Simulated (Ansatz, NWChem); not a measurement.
**Heat of formation of C3H3 (cyclopropenyl radical) from total energies**

C3H3: 6 atoms, total charge 0, spin state doublet. As SMILES, `[CH]1C=C1`. The coordinates come from a PBE0-D4/def2-TZVP relaxation.

```csv
atom,x (Å),y (Å),z (Å)
C,-0.6725,-0.5115,-0.3892
C,0.5696,0.2367,-0.4493
C,0.1545,-0.1206,0.7375
H,-1.6842,-0.2005,-0.6494
H,1.3154,0.7277,-1.0519
H,0.3172,-0.1318,1.8023
```

Total energies at USVWN5/def2-SVPD (NWChem 7.3.0); the atoms run unrestricted:

| species | state | energy (Eh) |
| --- | --- | --- |
| C3H3 | doublet | -114.785016 |
| C | triplet | -37.422791 |
| H | doublet | -0.477468 |

Harmonic wavenumbers at UPBE0-D4/def2-TZVP, in cm⁻¹: 622, 722, 893, 919, 977, 989, 1042, 1262, 1684, 3091, 3262, 3308.

Measured heats of formation of the gaseous atoms at 298.15 K, in kJ/mol: C 716.9, H 218.0. Take 1 Eh = 2625.50 kJ/mol, 1 cm⁻¹ = 0.0119627 kJ/mol, RT = 2.479 kJ/mol.

Task: What heat of formation follows?

Result: 
1. Electronic atomisation energy: 3 × (-37.422791) + 3 × (-0.477468) − (-114.785016) = 1.084239 Eh = 2846.7 kJ/mol.
2. Zero-point energy: half the sum of the wavenumbers, 9385.5 cm⁻¹ = 112.3 kJ/mol.
3. Thermal vibrational enthalpy, Σ hcν̃/(exp(hcν̃/kT) − 1): 1.3 kJ/mol. Translation, rotation and pV of a non-linear molecule: 4 RT = 9.9 kJ/mol.
4. The 6 free atoms carry 5/2 RT each: 37.2 kJ/mol.
5. Spin-orbit coupling lowers the free atoms by 3 × 0.02 = 0.1 kJ/mol.
6. Atomisation enthalpy at 298 K: 2846.7 − 0.1 − 112.3 − 1.3 − 9.9 + 37.2 = 2760.3 kJ/mol.
7. Sum of the atoms' heats of formation: 2804.7 kJ/mol. Heat of formation: 2804.7 − 2760.3 = +44.4 kJ/mol.

The tabulated value is +486.8 kJ/mol (Active Thermochemical Tables), so this level is off by -442.4 kJ/mol, or 19.1 % of the atomisation enthalpy that the table implies (2317.8 kJ/mol). The LDA overbinds, which puts heats of formation too low. Anharmonicity and any spin-orbit splitting of the molecule are left out.
